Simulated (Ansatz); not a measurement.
Process, species as SMILES: CO (CH3-OH) → [CH2]O (CH2-OH) + H atom
B3LYP-D3(BJ)/def2-TZVP geometries, fixed; electronic energies without zero-point terms.

Effect of a fitting basis named in the input at HF/def2-TZVPP with Ansatz (an electronic-structure program), against the last row, where the bond dissociation energy is 79.49 kcal/mol. Open shells are unrestricted. The default fits or decomposes integrals by the program's own choice; accuracy: high also tightens integrals, grids and stops.

| setting | largest shift of a total energy (mEh) | shift of the bond dissociation energy (kcal/mol) |
|---|---|---|
| fitting: def2-SV(P)-JKFIT | 0.027 | 0.005 |
| fitting: def2-universal-JKFIT | 0.027 | 0.005 |
| fitting: cc-pVTZ-JKFIT | 0.029 | 0.010 |
| fitting: cc-pVQZ-JKFIT | 0.003 | 0.001 |
| fitting: cc-pV5Z-JKFIT | -0.001 | 0.001 |
| accuracy: high | -0.002 | 0.000 |
| accuracy: medium (default) | 0.000 | 0.000 |

Within 0.02 kcal/mol in the bond dissociation energy: fitting: def2-SV(P)-JKFIT; fitting: def2-universal-JKFIT; fitting: cc-pVTZ-JKFIT; fitting: cc-pVQZ-JKFIT; fitting: cc-pV5Z-JKFIT; accuracy: high. The largest shift is 0.029 mEh in a total energy and 0.010 kcal/mol in the difference.
